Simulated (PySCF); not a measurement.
C3H3F2P.
SMILES: `CC(F)(F)C#P`

Computed with TDDFT B3LYP/def2-SVPD, vertical, gas phase, core orbitals frozen in the response (PySCF). Geometry: GFN2-xTB; no solvent, vibrations or thermal averaging.

Computed singlets:

```
state  E (eV)       f
   S1    4.30  0.0001
   S2    4.63  0.0002
   S3    4.68  0.0003
   S4    6.50  0.0079
   S5    6.71   0.039
   S6    7.45   0.664
   S7    7.56  0.0009
   S8    7.62   0.221
```

Question: How much of the mean static polarisability do these states give, one by one?

Answer: Each state adds f / ΔE² (ΔE in hartree, 27.2114 eV).

```json
{"state": "S1", "f/ΔE² (au)": "0.00", "running sum (au)": "0.00", "running share of α (%)": "0.0"}
{"state": "S2", "f/ΔE² (au)": "0.01", "running sum (au)": "0.01", "running share of α (%)": "0.0"}
{"state": "S3", "f/ΔE² (au)": "0.01", "running sum (au)": "0.02", "running share of α (%)": "0.0"}
{"state": "S4", "f/ΔE² (au)": "0.14", "running sum (au)": "0.16", "running share of α (%)": "0.3"}
{"state": "S5", "f/ΔE² (au)": "0.64", "running sum (au)": "0.80", "running share of α (%)": "1.3"}
{"state": "S6", "f/ΔE² (au)": "8.85", "running sum (au)": "9.65", "running share of α (%)": "15.5"}
{"state": "S7", "f/ΔE² (au)": "0.01", "running sum (au)": "9.66", "running share of α (%)": "15.5"}
{"state": "S8", "f/ΔE² (au)": "2.81", "running sum (au)": "12.47", "running share of α (%)": "20.1"}
```

The full response gives 62.18 au (9.21 Å³), so 49.7 au comes from the higher roots of the same equations.

Question: By how much does the contribution of these states grow at 632.8 nm?

Answer: With ω = 0.0720 hartree each state's term in the mean polarisability goes from f / ΔE² to f / (ΔE² − ω²); the sum over all 8 states goes from 12.47 to 13.41 au, a rise of 0.93 au.

The largest single term belongs to S6, which also has the largest f.

A one-level model with all 34 active electrons at a single energy would need ΔE = √(N/α) = 20.1 eV to give this α, against S1 at 4.30 eV.
